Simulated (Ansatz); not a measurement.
# C₃H₃NO: basis-set convergence

One table from this session's results is given with a row withheld; the runs are named, their logs left out.

Program: Ansatz 0.2.0, Gaussian basis. Level of theory: one geometry, several basis sets. These are calculated values, not measurements.

Levels to be run: PBE0-D4/def2-SVP; ωB97M-V/def2-SVP; PBE0-D4/def2-QZVPP; ωB97M-V/def2-QZVPP; the functionals' def2-TZVPP values are taken from earlier runs.

### Structure used throughout

An earlier PBE0-D4 in a triple-zeta def2 set relaxation fixed the geometry.

SMILES `CN=C=C=O`, 8 atoms, charge 0, spin multiplicity 1.

Atoms are counted from 1 here; the program's logs count them from 0.

Bond lengths: C1–N2 1.442 Å, C1–H6 1.094 Å, C1–H7 1.094 Å, C1–H8 1.094 Å, N2–C3 1.252 Å, C3–C4 1.342 Å, C4–O5 1.161 Å. Angles: N2–C1–H6 107.9°, N2–C1–H7 107.9°, N2–C1–H8 114.0°, H6–C1–H7 106.3°, H6–C1–H8 110.2°, H7–C1–H8 110.2°, C1–N2–C3 117.9°, N2–C3–C4 138.0°, C3–C4–O5 157.4°.

The first run:

in.yaml reads:

```yaml
crystal:
  periodic: [false, false, false]
  atoms:
    - {symbol: C, position_ang: [-0.498550, -0.968538, 0.822109]}
    - {symbol: N, position_ang: [0.537959, -0.074069, 0.368528]}
    - {symbol: C, position_ang: [0.292402, 0.656116, -0.619028]}
    - {symbol: C, position_ang: [0.920715, 1.590305, -1.349708]}
    - {symbol: O, position_ang: [1.060493, 2.380047, -2.188725]}
    - {symbol: H, position_ang: [-0.702522, -0.741021, 1.872437]}
    - {symbol: H, position_ang: [-0.097123, -1.985876, 0.801003]}
    - {symbol: H, position_ang: [-1.421175, -0.914165, 0.237586]}
basis:
  gaussian: {orbitals: def2-SVP}
hamiltonian: {xc: pbe0, dispersion: d4}
output: {orbitals: {seedname: orbitals}}
```

Among the steps run: PBE0-D4 in def2-SVP; ωB97M-V in def2-SVP; PBE0-D4 in def2-QZVPP; ωB97M-V in def2-QZVPP.

One table of the session follows, with a row left open; its other results are not shown here.

It belongs to the step «Density functionals: the series». 

```
functional       basis  HOMO (eV)  LUMO (eV)
   PBE0-D4    def2-SVP      -6.12      -2.84
   PBE0-D4  def2-TZVPP      -6.27      -2.96
   PBE0-D4  def2-QZVPP          ?          ?
   ωB97M-V    def2-SVP      -8.28      -0.53
   ωB97M-V  def2-TZVPP      -8.46      -0.70
   ωB97M-V  def2-QZVPP      -8.49      -0.74
```

Estimate the missing values for PBE0-D4, def2-QZVPP.

The run gave: HOMO (eV): -6.30; LUMO (eV): -3.00. In the column «HOMO (eV)» it lies between ωB97M-V, def2-SVP (-8.28) and PBE0-D4, def2-TZVPP (-6.27).
